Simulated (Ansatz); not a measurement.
**CO (singlet): PBE0, B3LYP over a scan of the distance O1–C2, 6-31G**

Aim: run CO (singlet) with these functionals over a scan of the distance O1–C2, and hold them against the top wave-function level at the same points.

Program: Ansatz 0.2.0, Gaussian basis. Level of theory: 6-31G, all electrons in the functionals. These are calculated values, not measurements.

The runs, in order: PBE0, B3LYP, at 0.890 Å; 1.019 Å; 1.123 Å; 1.230 Å; 1.356 Å; 1.561 Å; 1.808 Å; 2.087 Å; 2.505 Å; 3.069 Å; 3.833 Å.

22 further runs of the same task are left out: 15 that didn't finish, 7 set aside as unsound or not needed.

## 1. What is computed

The geometry derives from a PBE0/def2-TZVP stationary point (not a proven minimum). One bond is set to the value named and the two fragments are kept rigid.

2 atoms, charge 0, spin multiplicity 1.

Atoms are counted from 1 here; the program's logs count them from 0.

Bond lengths: O1–C2 1.123 Å.

No dispersion term is added. B3LYP takes the VWN-RPA correlation.

The geometry shown and the zero of energy belong to the point 1.123 Å. The yardstick, FCI, and other wave-function levels (R restricted, U unrestricted, valence and pair active spaces) come from earlier runs.

## 2. PBE0, 0.890 Å

in.yaml reads:

```yaml
crystal:
  periodic: [false, false, false]
  atoms:
    - {symbol: O, position_ang: [0.000000, 0.000000, 0.000000]}
    - {symbol: C, position_ang: [0.000000, 0.000000, 0.890000]}
basis:
  gaussian: {orbitals: 6-31G}
hamiltonian: {xc: {name: PBE0}}
output: {orbitals: {seedname: orbitals}}
```

The run is started by

```console
> ansatz run in.yaml --threads 1 --pin off --events-out ev --progress --plain --max-ram 2393MiB
```

The runs that follow: PBE0, 1.019 Å; PBE0, 1.123 Å; PBE0, 1.230 Å; PBE0, 1.356 Å; PBE0, 1.561 Å; PBE0, 1.808 Å; PBE0, 2.087 Å; PBE0, 2.505 Å; PBE0, 3.069 Å; PBE0, 3.833 Å; B3LYP, 0.890 Å; B3LYP, 1.019 Å; B3LYP, 1.123 Å; B3LYP, 1.230 Å; B3LYP, 1.356 Å; B3LYP, 1.561 Å; B3LYP, 1.808 Å; B3LYP, 2.087 Å; B3LYP, 2.505 Å; B3LYP, 3.069 Å; B3LYP, 3.833 Å.

Before running them: what should the planned runs give, taken together? Wanted: span of the FCI curve; largest miss, PBE0; largest miss, B3LYP.

As calculated:

| quantity | value |
| --- | --- |
| span of the FCI curve | 860.8 kJ/mol |
| largest miss, PBE0 | +122.8 kJ/mol (1.808 Å) |
| largest miss, B3LYP | +103.7 kJ/mol (1.808 Å) |

Of the functionals, B3LYP keep the smallest largest miss at the points compared (at most 103.7 kJ/mol) and PBE0 strays most (122.8 kJ/mol, at 1.808 Å). PBE0, B3LYP clearly break the spin symmetry at some points (⟨S²⟩ up to 2.00 above the pure value), so energy there is bought with a mixed spin. Functionals and the yardstick converge differently with the basis, so part of each miss in 6-31G is the basis.
